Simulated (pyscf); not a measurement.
Concerted two-bond exchange: F–SiH₂–O–SiH₃ (SMILES F[SiH2]O[SiH3]) + :HC–F (SMILES [CH]F) [singlet] → H₃Si–O–SiH₃ (SMILES [SiH3]O[SiH3]) + F–C:–F (SMILES F[C]F) [singlet]

Gas phase, singlet surface, charge 0. Bonds broken: Si1–F10, H4–C11. Bonds formed: Si1–H4, F10–C11. Single points on ωB97X-D3(BJ)/def2-SVP structures (PySCF, gas phase).

Transition state (Å):

```xyz
12

Si     0.5905    -0.7737    -0.1176
O      0.1473     0.4134     0.8978
Si    -1.1069     1.1796     1.7088
H     -0.3672    -1.1640    -1.5189
H      1.4960    -0.1159    -1.1058
H      1.2285    -1.9985     0.4026
H     -2.1378     0.1961     2.1245
H     -0.5031     1.8236     2.9051
H     -1.6966     2.2162     0.8231
F     -1.1503    -1.7122     0.2843
C     -1.5177    -1.3721    -1.1746
F     -2.0390    -0.1408    -1.0044
```

One imaginary mode, 347i cm⁻¹; descent along it reached the two sides named.

```tsv
bond	change	reactant side (Å)	saddle	product side
Si1–F10	breaks	1.638	2.018	3.2
H4–C11	breaks	1.126	1.219	3.6
Si1–H4	forms	3.9	1.742	1.487
F10–C11	forms	2.517	1.542	1.299
```

Electronic energies relative to the separated reactants (kJ/mol):

```json
[
 {"level": "ωB97X-D3(BJ)/def2-TZVP", "barrier": "174.2", "reaction energy": "+64.1", "reverse barrier": "110.1"},
 {"level": "PBE/def2-TZVP", "barrier": "130.5", "reaction energy": "+48.3", "reverse barrier": "82.3"},
 {"level": "r²SCAN/def2-TZVP", "barrier": "138.9", "reaction energy": "+57.8", "reverse barrier": "81.1"},
 {"level": "B3LYP-D3(BJ)/def2-TZVP", "barrier": "171.3", "reaction energy": "+68.1", "reverse barrier": "103.2"},
 {"level": "PBE0-D3(BJ)/def2-TZVP", "barrier": "149.3", "reaction energy": "+56.7", "reverse barrier": "92.6"},
 {"level": "M06-2X/def2-TZVP", "barrier": "175.4", "reaction energy": "+74.9", "reverse barrier": "100.5"},
 {"level": "ωB97M-D3(BJ)/def2-TZVP", "barrier": "176.4", "reaction energy": "+65.5", "reverse barrier": "110.9"},
 {"level": "HF/def2-TZVP", "barrier": "289.1", "reaction energy": "+83.6", "reverse barrier": "205.6"}
]
```

With ωB97M-D3(BJ)/def2-TZVP energies and thermal terms (ideal gas, 1 atm, RRHO with modes under 100 cm⁻¹ raised to 100, one conformer, R ln 2 for chiral ones without a mode under 150 cm⁻¹), in kJ/mol:

```tsv
T (K)	ΔH‡	ΔG‡	ΔH	ΔG
298	178.1	231.7	+61.9	+61.3
600	179.0	285.8	+61.5	+60.9
900	181.3	338.7	+61.8	+60.5
1200	184.0	390.8	+62.2	+60.0
```

This is the saddle that the search found; another between the same sides may lie lower. A restricted singlet here is unstable towards spin polarisation, as is usual where a triplet lies low; its energy is less safe.
